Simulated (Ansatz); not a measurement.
Cartesian coordinates in Å:
```
C 1.387 -0.140 -0.268
C 0.294 0.020 0.448
F 0.316 0.115 1.781
C -1.108 0.141 -0.066
F -1.118 0.127 -1.414
F -1.850 -0.907 0.371
H 1.314 -0.206 -1.343
H 2.356 -0.209 0.209
H -1.593 1.060 0.283
```

Charge 0, multiplicity 1.

Q: List the PBE0/def2-TZVPP orbital energies in eV (the Gaussian-basis code of Ansatz). (Estimate.)

A: Computed: Occupied: -674.91, -674.79, -674.60, -283.08, -281.11, -278.71, -35.61, -34.90, -33.92, -22.84, -20.42, -17.50, -16.26, -16.00, -15.85, -14.11, -13.74, -12.97, -12.60, -12.09, -11.79, -11.66, -10.08, -8.23. Lowest empty: -0.46, 1.79, 2.11, 2.40, 3.00, 3.81, 4.24, 4.79.
